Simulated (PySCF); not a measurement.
# Frontier levels across methods

Compound: C4H6N2.
Structure used (PBE0-D3(BJ)/def2-SVP), in Å, numbered top down from 1:
```xyz
12
C4H6N2 angstrom
C     -1.7517   -0.1471    0.5573
N     -0.3834   -0.1198    0.1146
C      0.4615    0.9397    0.1009
C      1.6501    0.4898   -0.4421
C      1.4023   -0.8704   -0.7242
N      0.1697   -1.2216   -0.3837
H     -1.9982    0.8122    1.0296
H     -2.4303   -0.3160   -0.2922
H     -1.8923   -0.9564    1.2870
H      0.1609    1.9158    0.4760
H      2.5616    1.0590   -0.6032
H      2.0764   -1.6073   -1.1601
```

Basis pcSseg-2 throughout (PySCF), one geometry. Isolated species at its PBE0-D3(BJ)/def2-SVP geometry, gas phase.

How do the orbital energies, the gap and the dipole change with the method?

```csv
method,kind,HOMO (eV),LUMO (eV),gap (eV),μ (D),SCF cycles
BLYP,GGA,-5.83,-0.49,5.34,2.35,16
OPBE,GGA,-5.96,-0.48,5.48,2.31,16
PBE,GGA,-5.99,-0.59,5.40,2.35,16
BP86,GGA,-6.08,-0.67,5.41,2.35,15
LDA,LDA,-6.19,-0.80,5.39,2.40,15
HF,Hartree–Fock,-9.31,2.54,11.85,2.49,12
```

The HOMO spans 3.48 eV, from BLYP down to HF, and the gap runs from 5.34 eV (BLYP) to 11.85 eV (HF). The dipole ranges from 2.31 D (OPBE) to 2.49 D (HF). This basis has no diffuse functions.
